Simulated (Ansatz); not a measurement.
# triplet BH2Cl: levels of theory compared

We compute a comparison of 3 runs (UHF/STO-3G, U-r2SCAN/def2-TZVP, UB2PLYP/def2-TZVP) of triplet BH2Cl. 

The calculation is run with Ansatz 0.2.0.

44 further runs of the same task are left out: 44 set aside as unsound or not needed.

## 1. The system as given

The species is BH2Cl (4 atoms), meant as a triplet with charge 0. As SMILES of the parent species, `BCl`. The shape is that of a PBE0-D4/def2-TZVP optimisation. That shape belongs to the parent species and isn't relaxed for this state.

Bond lengths: B1–Cl2 1.733 Å, B1–H3 1.190 Å, B1–H4 1.190 Å. Angles: Cl2–B1–H3 118.1°, Cl2–B1–H4 118.1°, H3–B1–H4 123.7°.

## 2. The energy at UHF/STO-3G (run 1)

input.yaml

```yaml
crystal:
  periodic: [false, false, false]
  atoms:
    - symbol: B
      position_ang: [-0.116700, 0.021700, -0.075300]
    - symbol: Cl
      position_ang: [1.365000, -0.395300, 0.721200]
    - symbol: H
      position_ang: [-1.106200, -0.559500, 0.240400]
    - symbol: H
      position_ang: [-0.086600, 0.872800, -0.906600]
basis:
  gaussian: {orbitals: STO-3G}
accuracy: high
output: {orbitals: {seedname: orbitals}}
magnetization: {spin_polarized: true, initial_magnetization: 2}
hamiltonian: {xc: hf}
```

On the command line:

```
ansatz run input.yaml --threads 1 --pin off --max-ram 3480MiB --events-out events.jsonl --progress --plain --runs-dir runs
```

The program printed:

```text
Warning: RAYON_NUM_THREADS=1 ignored (pool sized by the plan → 1); use --threads N
Functional definition: HF
  name "HF"
  exchange = exact_x
  correlation = 0
263 factors; integrals over basis functions are off by at most 1.2e-8 eV
mean field evaluation 1: about -13058.0178 eV, gradient 7.2e0 eV
mean field evaluation 2: about -13058.0576 eV, gradient 7.1e0 eV
mean field evaluation 4: about -13058.6426 eV, gradient 7.6e-1 eV
mean field evaluation 8: about -13058.7349 eV, gradient 8.9e-2 eV
mean field evaluation 16: about -13058.7344 eV, gradient 1.6e-8 eV
mean field evaluation 32: about -13058.3295 eV, gradient 1.0e0 eV
mean field evaluation 64: about -13055.3032 eV, gradient 9.8e0 eV
mean field -13058.73435750 eV, -479.8996361101 hartree, gradient 1.6e-8 eV, S^2 2.003434; 2 other end points of the search recorded, 0 dependent functions left out
reference -13058.73435750 eV, -479.8996361101 hartree; 13, 11 occupied and 3, 5 virtual orbitals, 263 factors
Total energy: -13058.73435750 eV, -479.8996361101 hartree
```

Wall time 0.12 s (1 thread of Arm Neoverse V2, shared host).

## 3. A single-point energy at U-r2SCAN/def2-TZVP (run 2)

input.yaml

```yaml
crystal:
  periodic: [false, false, false]
  atoms:
    - {symbol: B, position_ang: [-0.116700, 0.021700, -0.075300]}
    - {symbol: Cl, position_ang: [1.365000, -0.395300, 0.721200]}
    - {symbol: H, position_ang: [-1.106200, -0.559500, 0.240400]}
    - {symbol: H, position_ang: [-0.086600, 0.872800, -0.906600]}
basis:
  gaussian:
    orbitals: def2-TZVP
magnetization:
  spin_polarized: true
  initial_magnetization: 2
hamiltonian:
  xc: r2scan
accuracy: high
output: {orbitals: {seedname: orbitals}}
```

On the command line:

```
ansatz run input.yaml --threads 1 --pin off --max-ram 3480MiB --events-out events.jsonl --progress --plain --runs-dir runs
```

The program printed:

```text
Warning: RAYON_NUM_THREADS=1 ignored (pool sized by the plan → 1); use --threads N
Functional definition: r2SCAN
  name "r2SCAN"
  parameter k0 = 0.174
  parameter k1 = 0.065
  parameter a1 = 4.9479
  exchange = r2scan_x(k0 = k0, k1 = k1, a1 = a1)
  correlation = r2scan_c
1294 factors; integrals over basis functions are off by at most 4.0e-9 eV
mean field evaluation 1: about -13220.6213 eV, gradient 3.0e1 eV
mean field evaluation 2: about -13210.0848 eV, gradient 5.0e1 eV
mean field evaluation 4: about -13226.8163 eV, gradient 1.5e0 eV
mean field evaluation 8: about -13226.8256 eV, gradient 3.4e-2 eV
mean field evaluation 16: about -13226.8256 eV, gradient 1.3e-5 eV
mean field -13226.82561461 eV, -486.0768758724 hartree, gradient 1.8e-8 eV, S^2 2.008205; 1 other end points of the search recorded, 0 dependent functions left out
reference -13226.82561758 eV, -486.0768759816 hartree; 13, 11 occupied and 67, 69 virtual orbitals, 1294 factors
Total energy: -13226.82561758 eV, -486.0768759816 hartree
```

Wall time 9 s (1 thread of Arm Neoverse V2, shared host); peak memory 0.25 GiB.

## 4. A single-point energy at UB2PLYP/def2-TZVP (run 3)

run.yaml

```yaml
crystal:
  periodic: [false, false, false]
  atoms:
    - {symbol: B, position_ang: [-0.116700, 0.021700, -0.075300]}
    - {symbol: Cl, position_ang: [1.365000, -0.395300, 0.721200]}
    - {symbol: H, position_ang: [-1.106200, -0.559500, 0.240400]}
    - {symbol: H, position_ang: [-0.086600, 0.872800, -0.906600]}
basis:
  gaussian: {orbitals: def2-TZVP}
magnetization: {spin_polarized: true, initial_magnetization: 2}
hamiltonian: {xc: {name: B2PLYP}}
correlation: {frozen_orbitals: {B: 1, Cl: 5, H: 0}}
accuracy: high
output: {orbitals: {seedname: orbitals}}
```

On the command line:

```
ansatz run run.yaml --threads 1 --pin off --max-ram 3480MiB --events-out events.jsonl --progress --plain --runs-dir runs
```

The program printed (excerpt; [...] marks lines left out):

```text
Warning: RAYON_NUM_THREADS=1 ignored (pool sized by the plan → 1); use --threads N
Functional definition: B2PLYP
  name "B2PLYP"
[...]
1294 factors; integrals over basis functions are off by at most 4.0e-9 eV
[...]
mean field -13220.70773607 eV, -485.8520479831 hartree, gradient 3.6e-8 eV, S^2 2.011976; 2 other end points of the search recorded, 0 dependent functions left out
6 core orbitals not correlated: weight in the atoms' cores, before any rotation towards them, 1.000 or more for the frozen orbitals, at most 0.000 for the correlated occupied ones
reference -13220.70775639 eV, -485.8520487299 hartree; 7, 5 occupied and 67, 69 virtual orbitals, 1294 factors
second order -9.78735361 eV of doubles, -0.00000000 eV of singles
Total energy: -13223.35034187 eV, -485.9491619548 hartree
```

Run time: 7.2 s. Hardware: 1 thread of Arm Neoverse V2, shared host; peak memory 0.22 GiB.

## 5. Overview of the runs

```tsv
run	level	frozen core orbitals	energy (Eh)	HOMO energy (eV)	⟨S²⟩	wall time
1	UHF/STO-3G	–	-479.899636	-5.13	2.003	0.12 s
2	U-r2SCAN/def2-TZVP	–	-486.076876	-3.63	2.008	9 s
3	UB2PLYP/def2-TZVP	6	-485.949162	-5.19	2.012	7.2 s
```

## 6. What came out

```
                                                       quantity          value
                                            run 3: total energy  -485.94916 Eh
run 3: HOMO energy (SCF part's orbitals) (highest over α and β)       -5.19 eV
                                                    run 3: ⟨S²⟩          2.012
```

In words: Totals of different functionals can't be ranked against each other. In run 1 the basis is minimal, so the values are rough. All runs together took 16 s, the longest 9 s.
